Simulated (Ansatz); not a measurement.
A made-up structure of Si2NH6 (charge -1), singlet:

```json
{"atom": "N1", "x (Å)": "-0.8933", "y (Å)": "0.4975", "z (Å)": "-0.7483"}
{"atom": "Si2", "x (Å)": "0.3533", "y (Å)": "0.5181", "z (Å)": "0.0628"}
{"atom": "Si3", "x (Å)": "-0.4644", "y (Å)": "-1.0036", "z (Å)": "1.0707"}
{"atom": "H4", "x (Å)": "-1.7206", "y (Å)": "-0.1965", "z (Å)": "-0.7097"}
{"atom": "H5", "x (Å)": "-0.5439", "y (Å)": "0.4797", "z (Å)": "-1.5938"}
{"atom": "H6", "x (Å)": "0.5934", "y (Å)": "1.9053", "z (Å)": "0.8905"}
{"atom": "H7", "x (Å)": "1.7084", "y (Å)": "0.4396", "z (Å)": "-0.8363"}
{"atom": "H8", "x (Å)": "0.2599", "y (Å)": "-2.1073", "z (Å)": "0.0764"}
{"atom": "H9", "x (Å)": "0.7072", "y (Å)": "-0.5328", "z (Å)": "1.7876"}
```

It is relaxed with PBE-D4/def2-SVPD and then PBE0-D4/def2-TZVPD (Ansatz 0.2.0). Atoms count as bonded within 1.22 times the sum of their covalent radii (H–H: 0.88 Å). The end point is not checked to be a true minimum.

Does its bonding change? (A judgement: the text doesn't fix the answer.)

The calculation gives: No: no bond forms or breaks.

Where it ends: The first stage lowers the energy by 5.70 eV in 13 steps. It ends as Si₂NH₆ ([NH2][SiH2][SiH2]), total charge -1:
N1  (-1.022, 0.777, -1.133)
Si2  (0.305, 0.515, 0.014)
Si3  (-0.225, -1.259, 1.449)
H4  (-1.766, 0.099, -1.045)
H5  (-0.779, 0.887, -2.106)
H6  (0.508, 1.823, 0.750)
H7  (1.535, 0.489, -0.875)
H8  (0.465, -2.318, 0.576)
H9  (0.977, -1.013, 2.369)
(Å)

Labels in which every atom is bracketed show which atoms are joined, not bond orders.

For scale, one of the runs: PBE0-D4/def2-TZVPD relaxation, 177 basis functions, launched by `ansatz run in.yaml --threads 2 --pin off --events-out ev --progress --plain --max-ram 4352MiB`. The run took about 39 s on 2 CPU threads of an Intel Xeon Platinum 8488C (shared host).
